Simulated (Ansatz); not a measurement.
Barrier height from HN2 (SMILES [N]=N) to the transition structure HN2, without zero-point energy, on the benchmark's geometries as Psi4's copy of the set gives them.
Transition structure (charge 0, multiplicity 2, Z-matrix in Å and degrees):
```
N
N 1 1.1228
H 1 1.4306 2 117.54
```

Open shells are unrestricted; no spin–orbit coupling.

Correlated levels freeze the cores.

The values were computed with Ansatz (Gaussian orbitals). 

Q: One of these levels gives 0.388 eV for the barrier height. Which?
A) B2PLYP/def2-TZVPPD
B) CAM-B3LYP/def2-TZVPPD
C) PBE/def2-TZVPPD

A: C, PBE/def2-TZVPPD. The others give 0.510 (CAM-B3LYP/def2-TZVPPD), 0.453 (B2PLYP/def2-TZVPPD)

Ansatz is an electronic-structure program.
